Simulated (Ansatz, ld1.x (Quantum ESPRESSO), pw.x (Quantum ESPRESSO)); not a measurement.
What a changed setting does to a pw.x run (bcc S)

Potential: norm-conserving RRKJ (Kleinman–Bylander form), ld1.x (Quantum ESPRESSO) 7.5, LDA (PW92); core [Ne], reference 3s1.75 3p4.25; waves: 3s (bound): rc 1.25 bohr; 3p (bound): rc 1.65 bohr; 3d channel at -0.15 Ry: rc 1.60 bohr; local part: all-electron potential smoothed inside 0.95 bohr (lloc = -1); core correction: a·sin(br)/r model core inside 1.20 bohr.

The reference run (k-mesh 15³, cutoffs 60/240 Ry, Fermi–Dirac 0.01 Ry, mixing_beta 0.4, conv_thr 1e-9, no spin) gives 0.11 GPa at 14.574 Å³/atom, where all-electron LAPW gives 1.02 GPa. This run, with its own iteration cap, changes k-mesh points per axis to 6.

```
&control
  calculation='scf', prefix='x', pseudo_dir='./', outdir='./tmp', tstress=.true., disk_io='none'
/
&system
  ibrav=0, nat=1, ntyp=1, ecutwfc=60, ecutrho=240, nbnd=10,
  occupations='smearing', smearing='fd', degauss=0.01
/
&electrons
  conv_thr=1e-09, mixing_beta=0.4, electron_maxstep=50
/
ATOMIC_SPECIES
S 1.0 S.UPF
CELL_PARAMETERS angstrom
  -1.53876721 1.53876721 1.53876721
  1.53876721 -1.53876721 1.53876721
  1.53876721 1.53876721 -1.53876721
ATOMIC_POSITIONS crystal
S 0.0000 0.0000 0.0000
K_POINTS automatic
6 6 6 0 0 0
```

```bash
pw.x < S.scf.in > S.scf.out
```

How does the run end?

It converges in 5 iterations; the free energy moves by +22.2 meV/atom and the pressure by -1.90 GPa.

```
Message from routine setup:
     using ibrav=0 with symmetry is DISCOURAGED, use correct ibrav instead
     lattice parameter (alat)  =       5.0365  a.u.
     unit-cell volume          =      98.3502 (a.u.)^3
     number of electrons       =         6.00
     number of Kohn-Sham states=           10
     kinetic-energy cutoff     =      60.0000  Ry
     charge density cutoff     =     240.0000  Ry
     scf convergence threshold =      1.0E-09
     Exchange-correlation= PW
     number of k points=    16  Fermi-Dirac smearing, width (Ry)=  0.0100
     iteration #  1     ecut=    60.00 Ry     beta= 0.40
     total energy              =     -20.84261411 Ry
     estimated scf accuracy    <       0.00067331 Ry
     iteration #  2     ecut=    60.00 Ry     beta= 0.40
     total energy              =     -20.84263769 Ry
     estimated scf accuracy    <       0.00024366 Ry
     iteration #  3     ecut=    60.00 Ry     beta= 0.40
     total energy              =     -20.84263838 Ry
     estimated scf accuracy    <       0.00000005 Ry
     iteration #  4     ecut=    60.00 Ry     beta= 0.40
     total energy              =     -20.84263841 Ry
     estimated scf accuracy    <          1.6E-09 Ry
     iteration #  5     ecut=    60.00 Ry     beta= 0.40
     the Fermi energy is    10.6799 ev
!    total energy              =     -20.84263841 Ry
     estimated scf accuracy    <          2.3E-10 Ry
     smearing contrib. (-TS)   =      -0.00352274 Ry
     The total energy is F=E-TS. E is the sum of the following terms:
     one-electron contribution =       5.86117341 Ry
     hartree contribution      =       0.82461352 Ry
     xc contribution           =      -4.99752541 Ry
     ewald contribution        =     -22.52737718 Ry
     convergence has been achieved in   5 iterations
          total   stress  (Ry/bohr**3)                   (kbar)     P=      -17.87
     Message from routine punch:
     Nothing written, as per user request (disk_io='none')
```

The run took about 1.2 s on one core of a shared host (Neoverse-V1, 32 threads, 247 GiB, load 12).
